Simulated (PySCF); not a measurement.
EPR parameters of C4H7

Compound: C4H7 (doublet state).
Geometry (PBE0-D3(BJ)/def2-SVP, Å), atoms numbered from 1 in this order:
```
atom  x, y, z in Å
C1     2.1616    0.1290    0.2859
C2     1.0330    0.0036   -0.3766
C3    -0.2862    0.6260   -0.0132
C4    -1.3782   -0.4104    0.2261
H5     3.1886   -0.2253    0.2029
H6     1.0289   -0.6291   -1.2841
H7    -0.5940    1.2979   -0.8344
H8    -0.1551    1.2594    0.8776
H9    -1.1129   -1.0784    1.0598
H10   -1.5375   -1.0391   -0.6647
H11   -2.3374    0.0718    0.4689
```

The hyperfine couplings belong to this conformer and change with its torsions.

The species is `CC/C=[C]/[H]` [radical].

The calculation used UKS B3LYP, IGLO-III on C, pcH-1 on H, non-relativistic, mean-field spin-orbit, GIAO in PySCF. The structure is a single PBE0-D3(BJ)/def2-SVP conformer in the gas phase; no vibrational or solvent corrections. No stability test was run, so a lower SCF solution isn't excluded.

- g1, g2, g3: 2.00181, 2.00221, 2.00268
- g_iso: 2.00223
- Form of g: rhombic: the two nearest values differ by 46 % of g3 − g1
- ⟨S²⟩: 0.7598 (exact 0.7500)
- HOMO–LUMO gap, α and β orbitals: 6.46, 4.91 eV
- Total energy: -156.59935 Eh

Hyperfine couplings atom by atom, in MHz; T1 to T3 are the principal values of the dipolar part; ρ(0) is the spin density at the nucleus:

| atom | isotope | a_iso | T1 | T2 | T3 | Mulliken spin population | ρ(0) (bohr⁻³) |
| --- | --- | --- | --- | --- | --- | --- | --- |
| C1 | 13C | 305.4 | -79.6 | -56.9 | 136.5 | 1.02 | 0.2717 |
| C2 | 13C | -7.0 | -19.7 | 2.5 | 17.2 | -0.15 | -0.0062 |
| C3 | 13C | 51.3 | -4.3 | -3.8 | 8.2 | 0.03 | 0.0457 |
| C4 | 13C | -6.4 | -0.5 | -0.2 | 0.6 | 0.00 | -0.0057 |
| H5 | 1H | 52.3 | -31.4 | -7.8 | 39.3 | 0.01 | 0.0117 |
| H6 | 1H | 165.2 | -5.2 | -1.8 | 7.0 | 0.08 | 0.0370 |
| H7 | 1H | -9.3 | -2.6 | -2.3 | 4.9 | 0.00 | -0.0021 |
| H8 | 1H | -4.1 | -5.8 | -2.4 | 8.2 | 0.00 | -0.0009 |
| H9 | 1H | 1.1 | -1.6 | -1.4 | 2.9 | 0.00 | 0.0002 |
| H10 | 1H | 0.4 | -1.3 | -0.8 | 2.0 | 0.00 | 0.0001 |
| H11 | 1H | 0.2 | -0.9 | -0.7 | 1.6 | 0.00 | 0.0000 |

The largest Mulliken spin populations are on C1 (+1.02), C2 (-0.15) and H6 (+0.08). No atom but C1 exceeds +0.15. The positive populations add up to 1.15 and the negative ones to -0.15, together 2S = 1.

Axes: g1 points within 11° of the C1–H5 bond and g2 points within 4° of the C2–H6 bond.

Under fast tumbling the dipolar parts average out, and these isotropic splittings remain: 1 × 1H (H6, I = 1/2, 2 lines) with 5.89 mT, 1 × 1H (H5, I = 1/2, 2 lines) with 1.87 mT and 2 × 1H (H7/H8, I = 1/2, 3 lines) with 0.24 mT.

Means are taken over nuclei equivalent by connectivity, which assumes that they swap fast. The 1H value of -6.7 MHz is a mean of couplings from -9.3 to -4.1 MHz in this one geometry, not an average over conformers.

The 13C coupling of C1 (305.4 MHz) shows only in satellite lines or after enrichment, since that isotope makes up about 1.07 % of natural carbon.

The spin density at the nucleus, in bohr⁻³, is negative for C2 (-0.0062) and C4 (-0.0057), for instance. A restricted open-shell determinant has no negative spin density anywhere; here it arises because α and β orbitals differ (spin polarisation).
